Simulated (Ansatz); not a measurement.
P₃⁺. The state is a triplet with charge 1. Geometry PBE0-D4/def2-TZVP; atoms count from 1.

Cartesian coordinates in Å:
```
P 1.001 -0.086 -0.389
P -0.208 1.143 0.704
P -0.793 -1.057 -0.315
```

At PBE0-D4/def2-TZVP a singlet of charge 1 lies 1.80 eV below the triplet, each at its own geometry. The structure comes from a short search, and lower isomers may exist.

(1) Estimate the Mulliken populations from the PBE0/def2-TZVP orbitals of Ansatz.

(2) Where does the spin sit?

(3) And the Mayer bond orders between heavy atoms (over 0.3)?

## Answers

(1) 
```csv
atom,charge (e),spin (α − β)
P1,0.31,-0.05
P2,0.35,1.02
P3,0.35,1.02
```
Mulliken values depend strongly on the basis.

(2) Summed by element: P 2.00, of 2 unpaired in all. Largest on single atoms: P2 1.02, P3 1.02, P1 -0.05.

(3) P1–P2 1.58 (2.04 Å); P1–P3 1.58 (2.04 Å); P2–P3 0.81 (2.49 Å).
